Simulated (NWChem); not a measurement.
**Correlation energy of F (+1)**

```
F
```
Charge +1, spin multiplicity 3.

Program: NWChem.

Basis set: cc-pVDZ. Each correlation energy counts from its own Hartree-Fock reference.

The correlated methods keep 1 core orbital frozen. No SCF solution was tested for a lower state. Open-shell Hartree-Fock references start from PBE0 orbitals. Coupled-cluster values serve here as a point of comparison, not as the truth.

```
method           correlation energy (mHa)
---------------  ------------------------
URI-MP2                             -98.5
UMP2                                -98.5
SCS-UMP2                              ___
CCSD on UHF                           ___
CCSD[T] on UHF                     -113.2
CCSD(T) on UHF                     -113.1
CCSD on ROHF                          ___
CCSD[T] on ROHF                    -118.6
CCSD(T) on ROHF                    -118.5
CCSDT on ROHF                      -118.6
```

Task: Some entries are withheld; supply them.

Result: 
- SCS-UMP2, correlation energy (mHa): -97.2
- CCSD on UHF, correlation energy (mHa): -112.3
- CCSD on ROHF, correlation energy (mHa): -117.7
